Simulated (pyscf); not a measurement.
Single points on ωB97X-D3(BJ)/def2-SVP structures (PySCF, gas phase). MP2 and CC: frozen core, UHF for open shells. ΔMP2 is the change of the MP2 total energy from the triple- to the quadruple-zeta basis.

PBE/def2-TZVP puts the barrier of H₃C–CH₂–I (SMILES CCI) -> HI (SMILES I) + H₂C=CH₂ (SMILES C=C) (elimination; singlet surface; C–I, C–H broken, H–I formed) at 2.20 eV and the reaction energy at +1.14 eV, from the reactant's lowest minimum found. What do r²SCAN/def2-TZVP, PBE0-D3(BJ)/def2-TZVP, CCSD(T)/def2-TZVPP + ΔMP2(QZVPP) give on the same structures?

r²SCAN: ΔE‡ = 2.32 eV, ΔE = +1.19 eV; PBE0-D3(BJ): ΔE‡ = 2.46 eV, ΔE = +1.29 eV; CCSD(T): ΔE‡ = 2.65 eV, ΔE = +1.12 eV. PBE's barrier lies under all of them, by 0.11 to 0.45 eV. Its reaction energy lies among theirs. On the reactant side the descent ends in a point that may be a rotor saddle (no frequency run), 0.15 eV over the lowest minimum found and 2.59 eV under the saddle at ωB97X-D3(BJ)/def2-TZVP. At ωB97X-D3(BJ)/def2-TZVP the barrier from the zero used here is 2.75 eV. One saddle was located; it need not be the lowest between these sides. The CCSD(T) − MP2 part came from Ansatz, without density fitting, on the same reference. The frozen core leaves the outer d or s,p core shells of the metals and heavy elements correlated in the MP2 and CC values, and def2-TZVPP describes them poorly, which can shift differences by a few kcal/mol. Elements past Kr carry the def2 core potentials, without spin-orbit coupling.
